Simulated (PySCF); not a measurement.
hydrogen cyanide (CHN), SMILES C#N.

Coordinates come from a ωB97X-D3(BJ)/def2-TZVPD optimisation.

All values below come from TDDFT-PBE0/def2-TZVPD in PySCF.

Vertical excitations; the highest root listed may be one member of a degenerate set. The molecule is in vacuum. State labels are in the subgroup C2v.

Computed UV-visible absorptions:
```
state  symmetry  energy (eV)  λ (nm)      f                                 main pairs
-----  --------  -----------  ------  -----  -----------------------------------------
S1           A2         7.88     157  0.000         HOMO−1→LUMO+1 49 %, HOMO→LUMO 49 %
S2           A1         8.25     150  0.000  HOMO−1→LUMO, HOMO→LUMO+1 (degenerate set)
S3           A2         8.25     150  0.000  HOMO→LUMO, HOMO−1→LUMO+1 (degenerate set)
S4           B2         9.23     134  0.013             HOMO−2→LUMO+1 (degenerate set)
S5           B1         9.23     134  0.013               HOMO−2→LUMO (degenerate set)
S6           B2         9.67     128  0.022               HOMO→LUMO+2 (degenerate set)
S7           B1         9.67     128  0.022             HOMO−1→LUMO+2 (degenerate set)
S8           B2        10.31     120  0.093               HOMO→LUMO+3 (degenerate set)
S9           B1        10.31     120  0.093             HOMO−1→LUMO+3 (degenerate set)
S10          A1        10.37     120  0.000                         HOMO−2→LUMO+2 94 %
T1           A1         6.29     197      0         HOMO−1→LUMO 48 %, HOMO→LUMO+1 48 %
T2           A2         6.92     179      0  HOMO→LUMO, HOMO−1→LUMO+1 (degenerate set)
T3           A1         6.92     179      0  HOMO→LUMO+1, HOMO−1→LUMO (degenerate set)
T4           B1         7.72     161      0                           HOMO−2→LUMO 97 %
```
Triplets are in the Tamm–Dancoff approximation, which puts them higher than full response would, so one can lie above its singlet here.
